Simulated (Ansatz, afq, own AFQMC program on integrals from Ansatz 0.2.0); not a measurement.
## SiN, doublet in 6-31G, levels against full CI

```xyz
2

Si    0.0000    0.0000    0.0000
N     0.0000    0.0000    1.8890
```

Basis 6-31G. Noble-gas cores (and the filled d shells of Ga–Kr and In–Xe) are frozen. Ansatz 0.2.0 and our own AFQMC program on the same integrals; the CISD trial comes from CCSD amplitudes, and released means the phaseless constraint is let go. Uncertainties: one standard error, sampling alone.

Determinant: ROHF, the one that the program's search chose, which needn't be the lowest solution. The geometry is a point of a scan.

Full CI on the same integrals is exact in this basis and with this determinant's frozen core.

Cautions: a spin-contaminated unrestricted determinant lies lower (UHF 2.34 eV lower, ⟨S²⟩ 1.56); the search met a lower determinant of the same kind, perhaps of another symmetry (1.04 eV lower), and this one is a saddle point; strong correlation (T1 0.080, weight of the determinant 0.76, largest double 0.17); (T) is large, 8 % of the CCSD correlation; the released energies have errors that jump between times, so the bars are unsure, so no released level is given (meV from the phaseless value at times in 1/Eh: -18 ± 8 at 0.24, -232 ± 177 at 0.51, -75 ± 5 at 0.99, -94 ± 5 at 1.62, 30 ± 131 at 2.40); CCSDTQ on the UHF determinant differs (34 meV higher), by its state or its frozen core.

```
T1 diagnostic                               : 0.0803
weight of the determinant in the CISD state : 0.756
size of the correlated space                : 9 electrons in 16 orbitals
```

Reference: full CI, correlation energy -6.204 eV. The cautions show a poor starting determinant, so the rows tell how each method copes with it here, and full CI is the sure value.

| level | E − E(reference) (mEh) | share of correlation (%) |
| --- | --- | --- |
| HF | 228.01 | 0.00 |
| MP2 | 15.21 | 93.33 |
| CCSD | 19.72 | 91.35 |
| CCSD(T) | 3.15 | 98.62 |
| CCSDT | 2.90 | 98.73 |
| CCSDT(Q) | 0.81 | 99.65 |
| CCSDTQ | 0.68 | 99.70 |
| ph-AFQMC/HF | 22.72 ± 1.17 | 90.03 |
| ph-AFQMC/CISD | 5.57 ± 0.21 | 97.56 |

CCSDT and higher add their correlation energy to the determinant of the CCSD(T) run, since their own runs factorise the integrals more tightly (a shift of under 2 meV). A walk keeps the symmetry of its determinant, which the program's search chose and which needn't be the lowest solution, so a lower state of the same spin and another symmetry isn't excluded.
